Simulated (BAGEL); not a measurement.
# AlNH3Cl (SMILES [NH2][AlH][Cl]) at PBE0/6-311+G(d,p) (density fitting with qzvpp-jkfit)

What is the energy change on altering one bond length of AlNH3Cl at PBE0/6-311+G** (density fitting with qzvpp-jkfit)? 

The results are computed with BAGEL 1.2.2.

5 further runs of the same task are left out: 3 that didn't finish, 2 set aside as unsound or not needed. Runs told in other sessions of the task aren't counted.

## 1. The structure to begin with

AlNH3Cl: 6 atoms, total charge 0, spin state singlet. As SMILES, `[NH2][AlH][Cl]`. The shape is that of a PBE0-D4/def2-TZVP optimisation.

Bond lengths: N1–Al2 1.756 Å, Al2–Cl3 2.098 Å, N1–H4 1.007 Å, N1–H5 1.007 Å, Al2–H6 1.570 Å. Angles: N1–Al2–Cl3 117.5°, N1–Al2–H6 121.9°, Cl3–Al2–H6 120.6°, Al2–N1–H4 124.3°, Al2–N1–H5 125.0°, H4–N1–H5 110.7°.

## 2. The energy at PBE0/6-311+G(d,p) (density fitting with qzvpp-jkfit)

calc.json reads:

```json
{ "bagel": [

{
  "title": "molecule",
  "basis": "6-311+gss.json",
  "df_basis": "qzvpp-jkfit",
  "angstrom": true,
  "geometry": [
    { "atom": "N", "xyz": [   -0.631100,    0.250900,   -0.718800 ] },
    { "atom": "Al", "xyz": [    0.477600,   -0.073800,    0.603600 ] },
    { "atom": "Cl", "xyz": [    1.413500,   -1.951500,    0.645600 ] },
    { "atom": "H", "xyz": [   -1.134300,    1.115000,   -0.838800 ] },
    { "atom": "H", "xyz": [   -0.852600,   -0.395100,   -1.458900 ] },
    { "atom": "H", "xyz": [    0.769000,    0.990400,    1.721000 ] }
  ]
},
{
  "title": "ks",
  "xc_func": "pbe0"
},
{
  "title": "print",
  "file": "orbitals.molden",
  "orbitals": true
}

]}
```

The basis set 6-311+G** is read from a file made from the Basis Set Exchange's data (not shown).

Started as:

```sh
BAGEL_NUM_THREADS=1 BAGEL calc.json > calc.out
```

The program printed:

```text
* using 1 threads per process

  ===============================================================
  ===============================================================

  *** Geometry ***

  { "atom" : "N", "xyz" : [     -1.192606,      0.474132,     -1.358335 ] },
  { "atom" : "Al", "xyz" : [      0.902533,     -0.139462,      1.140639 ] },
  { "atom" : "Cl", "xyz" : [      2.671128,     -3.687801,      1.220007 ] },
  { "atom" : "H", "xyz" : [     -2.143516,      2.107045,     -1.585102 ] },
  { "atom" : "H", "xyz" : [     -1.611180,     -0.746631,     -2.756921 ] },
  { "atom" : "H", "xyz" : [      1.453199,      1.871585,      3.252219 ] },

  Number of auxiliary basis functions:      387

  Since a DF basis is specified, we compute 2- and 3-index integrals:
    o Being stored without compression. Storage requirement is 0.031 GB

  Number of basis functions:      100
  Number of electrons      :       40

    * METHOD: MOLECULE                             0.13

  *** Kohn-Sham DFT ***

    * Removing 9461 points whose weight is below 1.00e-10
    * Grid points: 79975

  === Nuclear Repulsion ===
   128.9619128155

       - DIIS with orbital gradients will be used.

  === KS iteration (pbe0 / 6-311+gss.json) ===
      0       -653.41058874          0.24999066           0.26
      1       -612.43804901          0.28786546           0.25
      2       -701.61917640          0.21058998           0.25
      3       -756.93537043          0.07124995           0.26
      4       -757.72784434          0.06294134           0.25
      5       -758.96556784          0.00833649           0.24
      6       -758.97895013          0.00682369           0.25
      7       -758.99051164          0.00182483           0.25
      8       -758.99159297          0.00045195           0.25
      9       -758.99167826          0.00012382           0.25
     10       -758.99168482          0.00001581           0.25
     11       -758.99168492          0.00000418           0.25
     12       -758.99168493          0.00000096           0.25
     13       -758.99168493          0.00000032           0.24
     14       -758.99168493          0.00000016           0.25
     15       -758.99168493          0.00000002           0.25
     16       -758.99168493          0.00000001           0.25
     17       -758.99168493          0.00000000           0.25
    * SCF iteration converged.

    * Permanent dipole moment:
           (    0.571952,    -0.640213,     0.365192) a.u.

    * METHOD: KS                                   4.77

    * METHOD: PRINT                                0.02

  ===============================================================
```

Run time: 5.1 s. Hardware: 1 thread of Arm Neoverse V2, shared host; peak memory 0.38 GiB.

## 3. The distorted shape

job.json reads:

```json
{ "bagel": [

{
  "title": "molecule",
  "basis": "6-311+gss.json",
  "df_basis": "qzvpp-jkfit",
  "angstrom": true,
  "geometry": [
    { "atom": "N", "xyz": [   -0.520341,    0.573927,   -0.348719 ] },
    { "atom": "Al", "xyz": [    0.588359,    0.249227,    0.973681 ] },
    { "atom": "Cl", "xyz": [    1.524259,   -1.628473,    1.015681 ] },
    { "atom": "H", "xyz": [   -1.023541,    1.438027,   -0.468719 ] },
    { "atom": "H", "xyz": [   -0.852600,   -0.395100,   -1.458900 ] },
    { "atom": "H", "xyz": [    0.879759,    1.313427,    2.091081 ] }
  ]
},
{
  "title": "ks",
  "xc_func": "pbe0"
},
{
  "title": "print",
  "file": "orbitals.molden",
  "orbitals": true
}

]}
```

The basis set 6-311+G** is read from a file made from the Basis Set Exchange's data (not shown).

Started as:

```sh
BAGEL_NUM_THREADS=1 BAGEL job.json > job.out
```

The program printed:

```text
* using 1 threads per process

  ===============================================================
  ===============================================================

  *** Geometry ***

  { "atom" : "N", "xyz" : [     -0.983302,      1.084565,     -0.658983 ] },
  { "atom" : "Al", "xyz" : [      1.111837,      0.470971,      1.839990 ] },
  { "atom" : "Cl", "xyz" : [      2.880432,     -3.077368,      1.919359 ] },
  { "atom" : "H", "xyz" : [     -1.934212,      2.717477,     -0.885751 ] },
  { "atom" : "H", "xyz" : [     -1.611180,     -0.746631,     -2.756921 ] },
  { "atom" : "H", "xyz" : [      1.662504,      2.482017,      3.951570 ] },

  Number of auxiliary basis functions:      387

  Since a DF basis is specified, we compute 2- and 3-index integrals:
    o Being stored without compression. Storage requirement is 0.031 GB

  Number of basis functions:      100
  Number of electrons      :       40

    * METHOD: MOLECULE                             0.13

  *** Kohn-Sham DFT ***

    * Removing 8936 points whose weight is below 1.00e-10
    * Grid points: 80500

  === Nuclear Repulsion ===
   127.1160930479

       - DIIS with orbital gradients will be used.

  === KS iteration (pbe0 / 6-311+gss.json) ===
      0       -654.14032784          0.24938127           0.27
      1       -618.64910000          0.27439085           0.27
      2       -701.94835355          0.21059210           0.27
      3       -752.11733749          0.09332789           0.26
      4       -749.62727857          0.10421841           0.25
      5       -758.67620648          0.02308432           0.25
      6       -758.80114208          0.01484056           0.26
      7       -758.89824746          0.00357882           0.25
      8       -758.90204831          0.00183420           0.25
      9       -758.90307088          0.00055214           0.25
     10       -758.90320708          0.00014341           0.26
     11       -758.90321610          0.00002692           0.26
     12       -758.90321632          0.00000983           0.26
     13       -758.90321636          0.00000258           0.26
     14       -758.90321636          0.00000164           0.25
     15       -758.90321636          0.00000040           0.25
     16       -758.90321636          0.00000015           0.25
     17       -758.90321636          0.00000005           0.25
     18       -758.90321636          0.00000001           0.26
     19       -758.90321636          0.00000001           0.25
    * SCF iteration converged.

    * Permanent dipole moment:
           (    0.585749,    -0.592079,     0.416582) a.u.

    * METHOD: KS                                   5.43

    * METHOD: PRINT                                0.02

  ===============================================================
```

It took 5.7 s on 1 thread of Arm Neoverse V2, shared host; peak memory 0.38 GiB.

## 4. Outcome

Level: PBE0/6-311+G** (density fitting with qzvpp-jkfit).

| quantity | value |
| --- | --- |
| first shape: total energy | -758.99168 Eh |
| first shape: dipole moment | 2.37 D |
| first shape: HOMO energy | -7.90 eV |
| first shape: LUMO energy | -0.64 eV |
| first shape: HOMO–LUMO gap | 7.26 eV |
| distorted shape: total energy | -758.90322 Eh |
| distorted shape: dipole moment | 2.37 D |
| distorted shape: HOMO energy | -7.74 eV |
| distorted shape: LUMO energy | -1.71 eV |
| distorted shape: HOMO–LUMO gap | 6.03 eV |
| energy change with the N1–H5 bond stretched from 1.007 to 1.511 Å | 2.407 eV |

In words: With the N1–H5 bond stretched from 1.007 to 1.511 Å the energy rises by 2.41 eV (232 kJ/mol). The first shape isn't relaxed at this level, so the change isn't measured from a minimum.
